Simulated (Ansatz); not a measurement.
Loss of CH4: C4H8F2 → C3H4F2 + CH4

Species: C4H8F2 `CCC(F)CF`, singlet; C3H4F2 `C=C(F)CF`, singlet; CH4 (methane) `C`, singlet. This is a balance of energies; it says nothing on the path, which may need atoms to shift.

Shapes, held fixed at every level: PBE0-D4/def2-TZVP. Flexible molecules stand in one conformer, not always the lowest. Programs: Ansatz 0.2.0. The zero-point and thermal change to 298 K, harmonic and unscaled (PBE0-D4/def2-TZVP), is -14.6 kJ/mol.

```tsv
level	kind	ΔH(298 K) (kJ/mol)	less CCSD(T)/CBS estimate
HF/def2-SVP	Hartree–Fock	+71.6	-9.5
PBE-D4/def2-TZVPP	GGA	+74.4	-6.7
B3LYP-D4/def2-TZVPP	global hybrid	+66.0	-15.1
wB97M-V/def2-TZVPP	range-separated hybrid	+80.1	-1.0
MP2/def2-SVP	perturbation theory	+90.7	+9.6
MP2/def2-TZVPP	perturbation theory	+85.6	+4.5
CCSD/def2-SVP	coupled cluster or CI	+85.2	+4.1
CCSD(T)/CBS estimate	coupled cluster or CI	+81.1	0.0
```

The highest level, CCSD(T)/CBS estimate, gives ΔH(298 K) = +81.1 kJ/mol; the levels span +66.0 to +90.7. The column of differences is taken from that level and isn't an error. No measured value is set beside it here. The CBS estimate extrapolates MP2 from def2-TZVPP and def2-QZVPP and adds CCSD(T) − MP2 in the triple-zeta set, cores frozen.
